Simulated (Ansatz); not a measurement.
**What each rung costs, and what it gives**

Saddle point of CH$_{7}$NSi, singlet (CH₃N ([CH2][NH]) + SiH₄ → CH₇NSi ([CH3][NH][SiH3]); bonds formed: Si1–N6, H2–C7; bonds broken: Si1–H2), PBE0-D4/def2-TZVP structure:

```
10
angstrom
Si -0.2022 -1.0931 -0.3087
H -0.0988 0.2818 -1.4024
H 0.8635 -1.7624 -1.1255
H -0.2314 -2.1101 0.8319
H -1.6356 -1.0715 -0.7139
N -0.0100 0.3147 0.8369
C 0.4327 1.3579 0.1865
H -0.5332 0.4396 1.6912
H 1.2584 1.2785 -0.5006
H 0.1567 2.3646 0.5045
```

Barriers are electronic and count from the start structure reached by relaxing down the imaginary mode.

Ansatz 0.2.0; basis: as named in each row; cores frozen in the correlated methods. B3LYP uses VWN-RPA correlation. Extrapolation: Hartree–Fock as exp(−7.88 √X), correlation as X^−2.97.

Times are rough, for one single point on 2 threads of a shared host (Arm Neoverse V2).

The estimate by CCSD(T) at an estimated basis limit (MP2 extrapolated from triple and quadruple zeta, plus CCSD(T) − MP2 in triple zeta) is 2.151 eV.

```
      method       basis  time (s)  barrier (eV)  method less estimate
          HF      STO-3G   under 1         4.700                 2.549
      PBE-D4      STO-3G   under 1         2.841                 0.689
       SPW92    def2-SVP   under 1         1.418                -0.734
    B3LYP-D4       6-31G   under 1         2.315                 0.163
      PBE-D4    def2-SVP   under 1         1.813                -0.338
     PBE0-D4    def2-SVP   under 1         1.996                -0.155
       SPW92  def2-TZVPP         1         1.327                -0.824
      PBE-D4  def2-TZVPP         2         1.709                -0.443
     BLYP-D4  def2-TZVPP         2         1.927                -0.224
     CCSD(T)    def2-SVP         2         2.509                 0.357
    BHLYP-D4  def2-TZVPP         2         2.220                 0.069
    B3LYP-D4  def2-TZVPP         2         2.041                -0.111
     PBE0-D4  def2-TZVPP         2         1.877                -0.275
CAM-B3LYP-D4  def2-TZVPP         3         2.123                -0.028
  r2SCAN0-D4  def2-TZVPP         4         1.946                -0.205
   r2SCAN-D4  def2-TZVPP         4         1.826                -0.325
     wB97M-V    def2-SVP         4         2.201                 0.050
  RPA on PBE  def2-TZVPP         4         2.213                 0.061
      B2PLYP  def2-TZVPP         5         2.162                 0.011
    PBE-QIDH  def2-TZVPP         5         2.061                -0.091
     wB97X-V  def2-TZVPP         7         2.139                -0.013
     wB97M-V  def2-TZVPP         8         2.099                -0.053
      B97M-V  def2-TZVPP        10         1.864                -0.287
         MP2  def2-QZVPP        18         2.199                 0.048
     CCSD(T)  def2-TZVPP        51         2.225                 0.073
```

All methods are single points on the PBE0-D4 structures.

No T1 diagnostic of these runs exceeds 0.024.

Labels in which every atom is bracketed show which atoms are joined, not bond orders.
